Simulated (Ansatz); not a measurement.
**Atomization energy of O$_{3}$, singlet, from cheap to dear**

Geometry (MP2(full)/6-31G*, from the G2/97 set):

```xyz
3

O     0.0000    1.1038   -0.2285
O     0.0000    0.0000    0.4571
O     0.0000   -1.1038   -0.2285
```

Measured, as an electronic atomization energy: 146.8 kcal/mol (G2/97 heats of formation of molecule and atoms, with zero-point and thermal terms from B3LYP taken off; Curtiss et al., J. Chem. Phys. 106, 1063 (1997), Staroverov et al., J. Chem. Phys. 119, 12129 (2003)). The measured value holds scalar relativity and spin–orbit coupling, which all computed ones lack, and core correlation, which the wave-function levels lack. Atoms are taken at the same level; beside RHF, RMP2 and RCC rows they are unrestricted. The atoms' steps beyond CCSDT(Q) are taken from restricted open-shell runs, which share full CI's core. Ansatz 0.2.0; the 6-31G* set has Cartesian d functions; a miss is computed less measured; times are wall times on shared hosts and scatter by a factor of two or so.

```json
{"level": "RHF", "basis": "cc-pVDZ", "miss (kcal/mol)": "-223.4", "time of the run": "0.64 s", "hardware": "1 CPU thread"}
{"level": "UHF", "basis": "cc-pVDZ", "miss (kcal/mol)": "-160.9", "time of the run": "0.64 s", "hardware": "1 CPU thread"}
{"level": "RMP2", "basis": "cc-pVDZ", "miss (kcal/mol)": "-10.2", "time of the run": "–", "hardware": "–"}
{"level": "UMP2", "basis": "cc-pVDZ", "miss (kcal/mol)": "-46.5", "time of the run": "–", "hardware": "–"}
{"level": "RCCSD(T)", "basis": "cc-pVDZ", "miss (kcal/mol)": "-34.2*", "time of the run": "0.67 s", "hardware": "1 CPU thread"}
{"level": "UCCSD(T)", "basis": "cc-pVDZ", "miss (kcal/mol)": "-39.5*", "time of the run": "6.5 s", "hardware": "1 CPU thread"}
{"level": "RCCSDT(Q)", "basis": "cc-pVDZ", "miss (kcal/mol)": "-29.6*", "time of the run": "15 s", "hardware": "1 CPU thread"}
{"level": "RCCSDTQ", "basis": "cc-pVDZ", "miss (kcal/mol)": "-30.7*", "time of the run": "80 s", "hardware": "H100 + 2 CPU threads"}
{"level": "RHF", "basis": "cc-pVTZ", "miss (kcal/mol)": "-213.7", "time of the run": "2.4 s", "hardware": "1 CPU thread"}
{"level": "UHF", "basis": "cc-pVTZ", "miss (kcal/mol)": "-152.1", "time of the run": "2.4 s", "hardware": "1 CPU thread"}
{"level": "RMP2", "basis": "cc-pVTZ", "miss (kcal/mol)": "12.5", "time of the run": "–", "hardware": "–"}
{"level": "UMP2", "basis": "cc-pVTZ", "miss (kcal/mol)": "-26.8", "time of the run": "–", "hardware": "–"}
{"level": "RCCSD(T)", "basis": "cc-pVTZ", "miss (kcal/mol)": "-15.1*", "time of the run": "4.4 s", "hardware": "1 CPU thread"}
{"level": "UCCSD(T)", "basis": "cc-pVTZ", "miss (kcal/mol)": "-21.3*", "time of the run": "6.5 s", "hardware": "H100 + 2 CPU threads"}
{"level": "RCCSDT(Q)", "basis": "cc-pVTZ", "miss (kcal/mol)": "-11.0*", "time of the run": "18 s", "hardware": "H100 + 2 CPU threads"}
{"level": "RHF", "basis": "cc-pVQZ", "miss (kcal/mol)": "-212.9", "time of the run": "–", "hardware": "–"}
{"level": "UHF", "basis": "cc-pVQZ", "miss (kcal/mol)": "-151.3", "time of the run": "–", "hardware": "–"}
{"level": "RMP2", "basis": "cc-pVQZ", "miss (kcal/mol)": "19.9", "time of the run": "–", "hardware": "–"}
{"level": "UMP2", "basis": "cc-pVQZ", "miss (kcal/mol)": "-20.6", "time of the run": "–", "hardware": "–"}
{"level": "RCCSD(T)", "basis": "cc-pVQZ", "miss (kcal/mol)": "-8.8*", "time of the run": "4.3 s", "hardware": "H100 + 2 CPU threads"}
{"level": "UCCSD(T)", "basis": "cc-pVQZ", "miss (kcal/mol)": "-15.1*", "time of the run": "19 s", "hardware": "H100 + 2 CPU threads"}
```

HF's time is that of a plain UHF run. A dash: the level came out of a higher level's run.

An asterisk marks runs whose energy the program itself flagged as in doubt.

A composite of the best parts (restricted reference, at this geometry, which isn't the minimum of the high levels):

```tsv
part	kcal/mol
Hartree–Fock limit (T, Q; exp(−5.46 √X))	-65.90
CCSD(T) correlation limit (T, Q; X⁻³)	208.24
CCSDT − CCSD(T) (TZ)	-1.10
(Q) (TZ)	5.13
CCSDTQ − CCSDT(Q) (DZ)	-1.13
sum	145.2
sum less measured	-1.6
```
